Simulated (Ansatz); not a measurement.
Two isomers of B2H6Si: A = `B[SiH2]B`, B = `BB[SiH3]`.

Computed with Ansatz on PBE0-D4/def2-TZVP structures; ΔE is electronic, products minus reactants. CCSD(T)/CBS adds triple-zeta CCSD(T) − MP2 to the extrapolated MP2 energy (def2 sets, frozen cores). DFT in def2-TZVPP. B3LYP here is the variant with VWN-RPA as its local correlation; programs differ in this.

Q: Which isomer does CCSD(T)/CBS put lower? Give the gap. (Estimate.)

A: Computed: B, by 29.0 kJ/mol.

Q: Give E(B) − E(A) in kJ/mol with B3LYP, HF/def2-TZVPP, PBE0-D4, CCSD/def2-TZVPP, BLYP-D4, LDA (SPW92), r2SCAN-D4. (Estimate.)

A: Ansatz gave: B3LYP -37.1, HF/def2-TZVPP -27.3, PBE0-D4 -35.8, CCSD/def2-TZVPP -28.0, BLYP-D4 -38.2, LDA (SPW92) -46.3, r2SCAN-D4 -39.1. None reverses the order clearly.

Q: Does the order hold for the free energy at 298.15 K (harmonic terms from PBE0-D4)? (Best estimate.)

A: The calculation gave: Yes: G(B) − G(A) = -33.6 kJ/mol.

Largest T1 diagnostic: 0.015.

Leaving LDA and LC-ωPBE aside and taking each functional with its dispersion term where it has one, the values, not all of them listed here, spread over 11.7 kJ/mol, from B97M-V to PBE-QIDH. LDA lies −7.7 kJ/mol from PBE without D4. From BLYP to BHLYP (50 % exact exchange), in def2-TZVPP and without D4, E(B) − E(A) moves by +4.1 kJ/mol.
